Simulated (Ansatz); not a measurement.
**SiH₂Cl radical (SMILES [SiH2]Cl): a rigid scan of the bond length Si1–Cl2**

Aim: the energy along the bond length Si1–Cl2, from CCSD(T) and from cheaper methods, relative to the minimum. No other atom is relaxed.

The runs use Ansatz 0.2.0, Gaussian basis; single points in def2-TZVPP.

Levels: PBE-D4, r2SCAN-D4, PBE0-D4, B3LYP-D4, wB97M-V, Hartree-Fock, MP2, CCSD, CCSD(T). The scan takes 1.684, 1.770, 1.897, 2.045, 2.209, 2.386, 2.574, 2.771 Å.

Cores are frozen in the correlated methods. Orbitals are unrestricted. B3LYP uses VWN-RPA correlation.

20 further runs of the same task are left out: 20 set aside as unsound or not needed.

### 1 The system as given

The minimum, relaxed at PBE0-D4: SMILES `[SiH2]Cl`, 4 atoms, charge 0, spin multiplicity 2.

Atoms are counted from 1 here; the program's logs count them from 0.

Bond lengths: Si1–Cl2 2.053 Å, Si1–H3 1.487 Å, Si1–H4 1.487 Å. Angles: Cl2–Si1–H3 108.5°, Cl2–Si1–H4 108.5°, H3–Si1–H4 111.2°.

As a file:

```
Si   -0.30277    0.27800    0.16868
Cl    1.61610   -0.06916    0.81140
H    -1.06516   -0.99679    0.24749
H    -0.24817    0.78796   -1.22757
```

Energies of the minimum (eV), from earlier single points: PBE-D4 -20423.99669, r2SCAN-D4 -20431.71556, PBE0-D4 -20425.81016, B3LYP-D4 -20434.38193, wB97M-V -20431.77491, CCSD(T) -20407.64890.

At the minimum the bond length Si1–Cl2 is 2.053 Å.

### 2 Si1–Cl2 = 1.684 Å

ccsdt-tzvpp/in.yaml

```yaml
crystal:
  periodic: [false, false, false]
  atoms:
    - {symbol: Si, position_ang: [-0.302773, 0.278000, 0.168678]}
    - {symbol: Cl, position_ang: [1.271043, -0.006732, 0.695827]}
    - {symbol: H, position_ang: [-1.065156, -0.996795, 0.247495]}
    - {symbol: H, position_ang: [-0.248169, 0.787963, -1.227565]}
basis:
  gaussian: {orbitals: def2-TZVPP}
magnetization: {spin_polarized: true, initial_magnetization: 1}
correlation: {method: ccsd_t}
scf: {omitted_lower_state_checks: [cluster_reference]}
```

The command line of these runs was not kept.

Further steps of the session: Si1–Cl2 = 1.770 Å; Si1–Cl2 = 1.897 Å; Si1–Cl2 = 2.045 Å; Si1–Cl2 = 2.209 Å; Si1–Cl2 = 2.386 Å; Si1–Cl2 = 2.574 Å; Si1–Cl2 = 2.771 Å.

**Question.** What will these runs give? Wanted: highest point, CCSD(T); lowest point, CCSD(T); minimum along the scan, CCSD(T); RMS deviation from CCSD(T); largest T1 diagnostic.

The runs gave:

| quantity | value |
| --- | --- |
| highest point, CCSD(T) | 231.0 kJ/mol at 1.684 Å |
| lowest point, CCSD(T) | 0.0 kJ/mol at 2.053 Å |
| minimum along the scan, CCSD(T) | 2.053 Å |
| curvature there | 19.5 eV/Å² |
| RMS deviation from CCSD(T) | PBE-D4 9.2, r2SCAN-D4 4.5, PBE0-D4 4.6, B3LYP-D4 8.5, wB97M-V 2.8, Hartree-Fock 2.9, MP2 5.0, CCSD 1.7 kJ/mol |
| largest T1 diagnostic | 0.022 |

A polynomial through the near points puts the CCSD(T) minimum at the PBE0-D4 value. It is steeper on the short side than on the long one. Curvature against CCSD(T): PBE-D4 -9 %, Hartree-Fock +2 %. The curve of CCSD lies nearest to CCSD(T), that of PBE-D4 farthest. 1 further points are left out, because the reference changes its state there.
